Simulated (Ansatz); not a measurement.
in.yaml

```yaml
crystal:
  periodic: [false, false, false]
  atoms:
    - {symbol: C, position_ang: [0.000000, 0.000000, -1.300197]}
    - {symbol: C, position_ang: [0.000000, 0.000000, 0.160607]}
    - {symbol: N, position_ang: [0.000000, 0.000000, 1.338939]}
    - {symbol: H, position_ang: [0.000000, 1.024986, -1.675637]}
    - {symbol: H, position_ang: [0.887664, -0.512493, -1.675637]}
    - {symbol: H, position_ang: [-0.887664, -0.512493, -1.675637]}
basis:
  gaussian: {orbitals: cc-pVDZ}
magnetization: {spin_polarized: false}
correlation: {method: ccsd_t, electrons: outside_noble_gas}
```

```sh
$ ansatz run in.yaml --threads 1 --pin off --events-out ev --progress --plain --max-ram 2880MiB --backend cpu
```

**Question.** Roughly how long does this take on 1 thread of AMD EPYC 7R13, shared host, and how much host memory?

**Answer.** 0.76 s wall and 0.17 GiB.

```
530 factors; integrals over basis functions are off by at most 1.1e-3 eV
mean field evaluation 1: about -3587.6069 eV, gradient 3.0e1 eV
mean field evaluation 2: about -3587.6095 eV, gradient 3.0e1 eV
mean field evaluation 4: about -3590.0525 eV, gradient 3.7e0 eV
mean field evaluation 8: about -3590.1138 eV, gradient 8.1e-2 eV
mean field evaluation 16: about -3590.1062 eV, gradient 1.1e0 eV
mean field -3590.11385541 eV, -131.9342507199 hartree, gradient 2.7e-6 eV, S^2 0.000000; 0 other end points of the search recorded, 0 dependent functions left out
3 core orbitals not correlated: weight in the atoms' cores, before any rotation towards them, 1.000 or more for the frozen orbitals, at most 0.000 for the correlated occupied ones
reference -3590.11385541 eV, -131.9342507199 hartree; 8, 8 occupied and 46, 46 virtual orbitals, 530 factors
second order -11.64644995 eV of doubles, -0.00000000 eV of singles
cycle   1  -11.70716935 eV  change   -6.1e-2 eV  update   9.1e-2
cycle   2  -12.09977876 eV  change   -3.9e-1 eV  update   2.8e-2
cycle   3  -12.19624995 eV  change   -9.6e-2 eV  update   1.3e-2
cycle   4  -12.19956106 eV  change   -3.3e-3 eV  update   3.7e-3
cycle   5  -12.20368204 eV  change   -4.1e-3 eV  update   1.5e-3
cycle   6  -12.20381812 eV  change   -1.4e-4 eV  update   3.2e-4
cycle   7  -12.20393435 eV  change   -1.2e-4 eV  update   7.6e-5
cycle   8  -12.20397537 eV  change   -4.1e-5 eV  update   2.2e-5
cycle   9  -12.20396821 eV  change    7.2e-6 eV  update   6.1e-6
perturbative correction -0.46600879 eV, -0.0171255073 hartree
Total energy: -3602.78383242 eV, -132.3998637867 hartree
```

For the same geometry and basis RCCSDT(Q) lies 59.3 meV lower.
